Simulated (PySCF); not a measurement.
**Bond curve of MgH**

Set-up: Mg x2c-TZVPPall, H x2c-TZVPPall; spin-free X2C with a Gaussian nucleus (PySCF 2.14). Energies in eV from Mg + H in their ground configurations at the same level. State: ²Σ⁺ (doublet), unpaired electrons σ ↑.

| R (Å) | UHF-CCSD |
| --- | --- |
| 1.570 | -1.202 |
| 1.639 | -1.291 |
| 1.692 | -1.321 |
| 1.744 | -1.327 |
| 1.796 | -1.312 |
| 1.866 | -1.266 |
| 1.953 | -1.180 |
| 2.058 | -1.047 |

Question: Put a parabola through the three lowest points of the UHF-CCSD curve and estimate Re, k and ωe (reduced mass 0.9672 u; 1 eV/Å² = 0.16022 mdyn/Å; ωe = 1302.8·√(k/μ) cm⁻¹).

Answer: Through R = 1.692, 1.744, 1.796 Å the second-order coefficient is 3.88 eV/Å², so Re ≈ 1.733 Å, k ≈ 1.24 mdyn/Å and ωe ≈ 1478 cm⁻¹. A polynomial fit of higher order to the unrounded UHF-CCSD energies gives Re = 1.730 Å, k = 1.26 mdyn/Å, ωe = 1486 cm⁻¹; anharmonicity and rounding make the difference.

The higher-order fit for each curve: UHF-CCSD: Re = 1.730 Å, ωe = 1486 cm⁻¹, De = 1.33 eV.

Correlated steps freeze 1 core orbital. The state is the lowest determinant that a PBE0 search found; another state may lie lower at other levels.
